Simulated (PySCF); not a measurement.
Identify the unknown among the candidates.

All candidates are C3H5NO.

| technique | computed result |
| --- | --- |
| UV, strongest line | among the 8 lowest singlet transitions: S7 at 8.44 eV (147 nm, f = 0.069) [TDDFT wB97X-D/def2-SVPD] |
| Polarisability | 44.5 au [wB97X-D/def2-SVPD] |
| Rotational structure | rotational constants A, B, C: 16.335, 3.820, 3.453 GHz [GFN2-xTB] |
| Dipole | 1.12 D [wB97X-D/def2-SVPD] |
| Triplet | lowest triplet excitation (Tamm–Dancoff): 4.29 eV [TDA wB97X-D/def2-SVPD] |
| UV, first state | lowest singlet excitation: 4.93 eV (252 nm, f = 0.001) [TDDFT wB97X-D/def2-SVPD] |

Electronic properties: PySCF, gas phase, density fitting. Levels stand in brackets. The structure is a single GFN2-xTB conformer in the gas phase; no vibrational or solvent corrections.

**Question.** Which candidate is it?
A. `CO[C@@H]1C=N1`
B. `[H]/N=C(/C)C=O`
C. `C=NC(C)=O`

**Answer.** A. It is `CO[C@@H]1C=N1`. Numbering: `[CH3:1][O:2][C@@H:3]1[CH:4]=[N:5]1`. Its formula, C3H5NO, gives 2 degrees of unsaturation: 1 ring and 1 π bond in the structure found. The optimised geometry has point group C1 and is an asymmetric top.

The others, at the same levels:
- `C=NC(C)=O` fails: its computed lowest singlet excitation is 4.61 eV (269 nm, f = 0.001) (against 4.93 eV), lowest triplet excitation (Tamm–Dancoff) is 4.07 eV (against 4.29 eV) and static isotropic polarisability is 48.4 au (against 44.5 au).
- `[H]/N=C(/C)C=O` fails: its computed lowest singlet excitation is 3.34 eV (372 nm, f = 0.001) (against 4.93 eV), lowest triplet excitation (Tamm–Dancoff) is 2.79 eV (against 4.29 eV) and strongest line among the 8 lowest singlet transitions is S3 at 6.36 eV (195 nm, f = 0.124) (against S7 at 8.44 eV).

Each candidate is one conformer, not necessarily the lowest. The conformers computed, where there is a choice (atom-mapped SMILES and torsion angles):
- `[CH3:1][O:2][C@@H:3]1[CH:4]=[N:5]1`: C1–O2–C3–C4 130°
- `[CH2:1]=[N:2][C:3]([CH3:4])=[O:5]`: C1–N2–C3–C4 101°
- `[H]/[N:3]=[C:2](/[CH3:1])[CH:4]=[O:5]`: C1–C2–C4–O5 180°
